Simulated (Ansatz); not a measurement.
# [H···H···SiH₃], doublet along the distance H1-H2

Starting geometry:

```xyz
6

H    -2.7234    0.0000    0.0000
H    -1.9784    0.0000    0.0000
Si    0.1086    0.0000    0.0000
H     0.5586   -1.4163    0.0000
H     0.5586    0.7081   -1.2265
H     0.5586    0.7081    1.2265
```

From there H2 is moved from one fragment to the other while all else, the fragments' distance too, stays fixed; atoms are numbered as listed. Energies are in kcal/mol, counted from the starting geometry at the same level.

Basis cc-pVTZ; Ansatz 0.2.0. Correlated methods freeze the noble-gas cores. Prefix R: restricted or restricted open-shell reference; prefix U: unrestricted.

Full CI isn't at hand for all of this; UCCSDT(Q) serves as the reference, and is uncertain by about the last step of the cluster series.

```
distance H1-H2 (Å)   UHF
             0.745   0.0
             0.837   3.0
             1.022  10.4
             1.207   8.5
             1.392   5.5
```

**Question.** Estimate the UCCSDT(Q) curve in cc-pVTZ from this one, knowing how UHF errs.

**Answer.** The computed UCCSDT(Q) values, in kcal/mol from the starting point, and the error of UHF against them:
| distance H1-H2 (Å) | UCCSDT(Q) | UHF less UCCSDT(Q) |
| --- | --- | --- |
| 0.745 | 0.0 | 0.0 |
| 0.837 | 1.9 | 1.0 |
| 1.022 | 9.3 | 1.1 |
| 1.207 | 10.7 | -2.2 |
| 1.392 | 10.9 | -5.4 |

The error spans 6.5 kcal/mol and is largest, -5.4 kcal/mol, at 1.392 Å.
